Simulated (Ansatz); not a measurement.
# A geometry optimisation of CF4 with BLYP-D3(BJ)/def2-SVP

The starting geometry of this gas-phase triplet was optimised with GFN2-xTB as a singlet; its bonds are those of `FC(F)(F)F`.

```xyz
5

C    -1.3344    0.5196   -1.6619
F    -2.1748    0.5807   -0.6535
F    -0.1977    0.0022   -1.2537
F    -1.8432   -0.2339   -2.6109
F    -1.1221    1.7294   -2.1295
```

Task: Where would you expect an optimisation with BLYP-D3(BJ)/def2-SVP to take it?

Result: It loosens into CF3 + F, which stay close as a complex. Contacts that open: C1–F5 (1.31 → 2.70 Å).

The energy falls by 8.18 eV over 21 steps:

```csv
step,E − E(last) (eV)
1,8.177
3,3.238
5,1.916
8,0.856
10,0.143
12,0.091
14,0.023
17,0.001
19,0.000
21,0.000
```

Final geometry (Å):

| atom | x (Å) | y (Å) | z (Å) |
| --- | --- | --- | --- |
| C | -1.6780 | 0.2007 | -1.7936 |
| F | -2.3106 | 0.3554 | -0.6371 |
| F | -0.3494 | 0.4464 | -1.6552 |
| F | -1.8629 | -1.0151 | -2.3025 |
| F | -0.4714 | 2.6106 | -1.9211 |

The end wasn't checked by frequencies. Open shells are spin-unrestricted. The triplet needn't be the ground state. Run with Ansatz 0.2.0, 6.8 min on 1 thread of AMD EPYC (Zen 3), with other jobs on the host.
